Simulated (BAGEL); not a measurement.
**HF/6-31G(d) (density fitting with qzvpp-jkfit, spherical functions) run of BH3 (SMILES B)**

Aim: the vertical electron affinity of BH3 at HF/6-31G* (density fitting with qzvpp-jkfit, spherical functions), from 2 runs. 

The calculation is run with BAGEL 1.2.2.

17 further runs of the same task are left out: 17 set aside as unsound or not needed.

**1. The structure to begin with**

BH3 has 4 atoms, charge 0, and is taken as a singlet. As SMILES, `B`. The coordinates come from a PBE0-D4/def2-TZVP relaxation.

Bond lengths: B1–H2 1.193 Å, B1–H3 1.193 Å, B1–H4 1.193 Å. Angles: H2–B1–H3 120.0°, H2–B1–H4 120.0°, H3–B1–H4 120.0°.

**2. A single-point energy at HF/6-31G(d) (density fitting with qzvpp-jkfit, spherical functions)**

The input, calc.json:

```json
{ "bagel" : [

{
  "title" : "molecule",
  "basis" : "6-31gs.json",
  "df_basis" : "qzvpp-jkfit",
  "angstrom" : true,
  "geometry" : [
    { "atom" : "B", "xyz" : [       0.013900,      -0.015100,      -0.005100 ] },
    { "atom" : "H", "xyz" : [       0.982200,       0.381700,       0.568800 ] },
    { "atom" : "H", "xyz" : [      -0.276200,      -1.171800,       0.043000 ] },
    { "atom" : "H", "xyz" : [      -0.664400,       0.744900,      -0.626900 ] }
  ]
},

{
  "title" : "hf"
},

{
  "title" : "print",
  "file" : "orbitals.molden",
  "orbitals" : true
}

]}
```

The basis set 6-31G* is read from a file made from the Basis Set Exchange's data (not shown).

Command:

```sh
$ BAGEL_NUM_THREADS=1 BAGEL calc.json > calc.out
```

Output:

```text
* using 1 threads per process

  ===============================================================
  ===============================================================

  *** Geometry ***

  { "atom" : "B", "xyz" : [      0.026267,     -0.028535,     -0.009638 ] },
  { "atom" : "H", "xyz" : [      1.856089,      0.721308,      1.074876 ] },
  { "atom" : "H", "xyz" : [     -0.521942,     -2.214381,      0.081258 ] },
  { "atom" : "H", "xyz" : [     -1.255534,      1.407657,     -1.184669 ] },

  Number of auxiliary basis functions:      129

  Since a DF basis is specified, we compute 2- and 3-index integrals:
    o Being stored without compression. Storage requirement is 0.000 GB

  Number of basis functions:       20
  Number of electrons      :        8

    * METHOD: MOLECULE                             0.02

  *** RHF ***

  === Nuclear Repulsion ===
     7.4188382348

      * DIIS with orbital gradients will be used.

  === RHF iteration (6-31gs.json) ===
      0        -26.37326870          0.01943365           0.00
      1        -26.38822751          0.00460979           0.00
      2        -26.38929472          0.00025831           0.00
      3        -26.38930118          0.00004554           0.00
      4        -26.38930136          0.00000526           0.00
      5        -26.38930136          0.00000040           0.00
      6        -26.38930136          0.00000006           0.00
      7        -26.38930136          0.00000001           0.00
    * SCF iteration converged.

    * Permanent dipole moment:
           (   -0.000033,     0.000020,     0.000079) a.u.

    * METHOD: HF                                   0.02

    * METHOD: PRINT                                0.00

  ===============================================================
```

Wall time 0.28 s (1 thread of Intel Xeon Platinum 8488C (Sapphire Rapids), shared host).

**3. The doublet anion**

The input, hf.json:

```json
{ "bagel": [

{
  "title": "molecule",
  "basis": "6-31gs.json",
  "df_basis": "qzvpp-jkfit",
  "angstrom": true,
  "geometry": [
    { "atom": "B", "xyz": [    0.013900,   -0.015100,   -0.005100 ] },
    { "atom": "H", "xyz": [    0.982200,    0.381700,    0.568800 ] },
    { "atom": "H", "xyz": [   -0.276200,   -1.171800,    0.043000 ] },
    { "atom": "H", "xyz": [   -0.664400,    0.744900,   -0.626900 ] }
  ]
},
{ "title": "uhf", "charge": -1, "nopen": 1 },
{ "title": "print", "file": "orbitals.molden", "orbitals": true }

]}
```

The basis set 6-31G* is read from a file made from the Basis Set Exchange's data (not shown).

Command:

```sh
$ BAGEL_NUM_THREADS=1 BAGEL hf.json > hf.out
```

Output:

```text
* using 1 threads per process

  ===============================================================
  ===============================================================

  *** Geometry ***

  { "atom" : "B", "xyz" : [      0.026267,     -0.028535,     -0.009638 ] },
  { "atom" : "H", "xyz" : [      1.856089,      0.721308,      1.074876 ] },
  { "atom" : "H", "xyz" : [     -0.521942,     -2.214381,      0.081258 ] },
  { "atom" : "H", "xyz" : [     -1.255534,      1.407657,     -1.184669 ] },

  Number of auxiliary basis functions:      129

  Since a DF basis is specified, we compute 2- and 3-index integrals:
    o Being stored without compression. Storage requirement is 0.000 GB

  Number of basis functions:       20
  Number of electrons      :        8

    * METHOD: MOLECULE                             0.02

  *** Open-shell HF ***

  === Nuclear Repulsion ===
     7.4188382348

      * DIIS with orbital gradients will be used.

  === UHF iteration (6-31gs.json) ===
      0        -26.27408893          0.06002550           0.00
      1        -26.32470275          0.01268833           0.00
      2        -26.32757961          0.00295448           0.00
      3        -26.32785738          0.00072463           0.00
      4        -26.32794086          0.00005421           0.00
      5        -26.32796356          0.00003371           0.00
      6        -26.32797271          0.00000337           0.00
      7        -26.32797277          0.00000112           0.00
      8        -26.32797284          0.00000042           0.00
      9        -26.32797284          0.00000007           0.00
     10        -26.32797284          0.00000001           0.00
    * SCF iteration converged.

    * S^2 (UHF) is 0.7628

    * Permanent dipole moment:
           (    0.000055,    -0.000018,    -0.000038) a.u.

    * METHOD: UHF                                  0.03

    * METHOD: PRINT                                0.00

  ===============================================================
```

It took 0.28 s on 1 thread of Intel Xeon Platinum 8488C (Sapphire Rapids), shared host.

**4. Results**

Level: HF/6-31G* (density fitting with qzvpp-jkfit, spherical functions).

| quantity | value |
| --- | --- |
| singlet BH3: total energy | -26.38930 Eh |
| singlet BH3: dipole moment | 0.00 D |
| singlet BH3: HOMO energy | -13.50 eV |
| singlet BH3: LUMO energy | 2.41 eV |
| singlet BH3: HOMO–LUMO gap | 15.91 eV |
| doublet anion: total energy | -26.32797 Eh |
| doublet anion: ⟨S²⟩ | 0.763 |
| vertical electron affinity (to the doublet anion) | -1.669 eV |

The anion lies 1.67 eV (161 kJ/mol) above the neutral: the electron isn't bound at this level, and such a value depends on the basis. Without diffuse functions anions come out too high. Hartree–Fock misses the correlation that binds many anions.
